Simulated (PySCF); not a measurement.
Species: C4H3N.
SMILES with atom numbers: `[N:1]#[C:2][C:3]1=[CH:4][CH2:5]1` (hydrogens: H6 on C4; H7, H8 on C5)

Computed, not measured: EOM-IP-CCSD/aug-cc-pVDZ in PySCF, restricted Hartree–Fock reference, frozen core, non-relativistic, gas phase, PBE0-D3(BJ)/def2-SVP geometry.

Hartree–Fock orbital energies give these Koopmans values (eV): HOMO 10.36, HOMO-1 12.11, HOMO-2 13.58, HOMO-3 13.93, HOMO-4 15.35, HOMO-5 15.78, HOMO-6 17.36, HOMO-7 20.24.

Q: What vertical ionisation energies does EOM-IP-CCSD give?

A: 
```csv
leading hole (HF orbital),Koopmans (eV),EOM-IP-CCSD (eV),change (eV),one-hole share
HOMO,10.36,10.39,+0.03,0.96
HOMO-1,12.11,11.58,-0.53,0.96
HOMO-2,13.58,12.61,-0.97,0.94
HOMO-5,15.78,13.34,-2.44,0.92
HOMO-3,13.93,13.42,-0.51,0.93
HOMO-4,15.35,14.35,-1.00,0.94
HOMO-6,17.36,16.12,-1.24,0.94
HOMO-7,20.24,18.29,-1.95,0.92
```

Q: Does the order of the lines follow the orbital energies?

A: No: the HOMO-5 hole (13.34 eV) falls below the HOMO-3 hole (13.42 eV); the HOMO-5 hole (13.34 eV) falls below the HOMO-4 hole (14.35 eV). The corrections run from -2.44 to +0.03 eV, with a mean of -1.08 eV over the 8 lines; EOM-IP-CCSD lies above the Koopmans value for HOMO. Koopmans values leave out both the relaxation of the orbitals and the change in correlation energy.

Q: At what kinetic energies would He II light (40.81 eV) eject these electrons?

A: 30.42 eV (HOMO), 29.23 eV (HOMO-1), 28.20 eV (HOMO-2), 27.47 eV (HOMO-5), 27.39 eV (HOMO-3), 26.46 eV (HOMO-4), 24.69 eV (HOMO-6), 22.52 eV (HOMO-7).

Lines less than 0.15 eV apart could change places at a higher level. One root was sought for each valence orbital with −ε under 21 eV, eight at most, so deeper holes and satellites are missing; no vibrational structure.
